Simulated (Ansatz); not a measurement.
We consider hcp Zr, described by PBE in Ansatz (PAW).

Run with plane-wave cutoff 520 eV, 18×18×10 k mesh (along the axes of the cell as run), Fermi–Dirac smearing 0.05 eV, scalar-relativistic PAW data made under PBE.

Starting structure:

```yaml
crystal:
  lattice:
    - [3.23000, 0.00000, 0.00000]
    - [-1.61500, 2.79726, 0.00000]
    - [0.00000, 0.00000, 5.15000]
  atoms:
    - { symbol: Zr, position: [0.66667, 0.33333, 0.75000] }
    - { symbol: Zr, position: [0.33333, 0.66667, 0.25000] }
```

### Question
Into what structure does the relaxation of cell and atoms lead at this level, with the symmetry of the start kept?

### Answer
The volume grows by 0.5 %; final space group P6_3/mmc.
```yaml
crystal:
  lattice:
    - [3.23218, 0.00000, 0.00000]
    - [-1.61609, 2.79915, 0.00000]
    - [0.00000, 0.00000, 5.17060]
  atoms:
    - { symbol: Zr, position: [0.66667, 0.33333, 0.75000] }
    - { symbol: Zr, position: [0.33333, 0.66667, 0.25000] }
```

Ansatz is an electronic-structure program.
